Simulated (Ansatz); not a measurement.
How far each method lies from full CI for AsH4⁺, singlet

Geometry: a PBE0/def2-TZVP stationary point for this spin, not checked as a minimum.

```xyz
5

As    0.0000    0.0000    0.0000
H     0.8591    0.8618    0.8601
H    -0.8626   -0.8579    0.8605
H    -0.8581    0.8589   -0.8640
H     0.8616   -0.8628   -0.8566
```

Basis 6-31G (Cartesian d functions); Ansatz 0.2.0. Only valence electrons are correlated (noble-gas cores and the filled d shells of p-block atoms frozen), which leaves 8 electrons in 23 orbitals. Prefix R: restricted or restricted open-shell reference. Active spaces: valence = (8e, 8o) chosen from the atoms' valence shells. No spin–orbit coupling is included, and no scalar relativity.

Full CI is exact within this basis and frozen core; it isn't the basis-set limit.

* UHF ⟨S²⟩: 0.000
* T1 diagnostic (RCCSD): 0.0051
* largest doubles amplitude (RCCSD): 0.050

```tsv
level	E − E(full CI) (kcal/mol)	share of correlation (%)	wall time
RHF	58.15	0.00	–
RMP2	16.07	72.37	–
CISD	2.95	94.93	0.63 s
RCCSD	0.82	98.59	–
RCCSD(T)	0.20	99.66	0.33 s
BCCD(T)	0.19	99.67	0.39 s
RCCSDT	0.02	99.96	–
CISDTQ	0.07	99.89	1.8 s
RCCSDT(Q)	0.00	99.99	0.75 s
RCCSDTQ	0.00	100.00	5.5 s
CASSCF (valence space)	13.43	76.91	–
NEVPT2 (valence space)	2.92	94.98	2.4 s
MRCISD (valence space)	0.30	99.48	–
MRCISD+Q (valence space)	0.16	99.72	3 s
MRCISD+Q(relaxed) (valence space)	0.01	99.99	3.2 s
```

The correlation energy at full CI, counted from RHF, is -2.522 eV. That run took 49 s on 1 thread of Arm Neoverse V2, shared host over 19,602,925 determinants.

Times hold each run's SCF and search for its determinant on a shared host, so for small cases they say little of a method's own cost; they ran on 1 thread of Arm Neoverse V2.

The full-CI state has the irrep A1 of C2v, in the program's axes (one component, if the state is degenerate).

Natural occupations of full CI about the gap: 1.982 1.963 1.963 1.963 0.033 0.027 0.027 0.027 0.003 0.003; effectively unpaired electrons, Σ n²(2−n)², 0.03.
